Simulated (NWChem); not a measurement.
**Lowest excitation of H₂Si**

```xyz
3

Si     0.0000     0.0000     0.1341
H      1.0961     0.0000    -0.9390
H     -1.0961     0.0000    -0.9390
```
Charge 0, spin multiplicity 1.

Everything below was run with NWChem. Structure: optimised with PBE0/def2-SVP, a minimum by its harmonic frequencies.

Basis set: def2-SVPD.

The correlated methods keep 5 core orbitals frozen. B3LYP has NWChem's definition, with VWN1-RPA local correlation. The structure started from a generated list of species. Coupled-cluster values serve here as a point of comparison, not as the truth.

For the lowest vertical singlet excitation energy, CIS gives 2.61 eV and TD-PBE gives 2.30 eV. What do TD-PBE0, TD-B3LYP, EOM-CCSD give?

TD-PBE0: 2.33 eV; TD-B3LYP: 2.36 eV; EOM-CCSD: 2.50 eV.
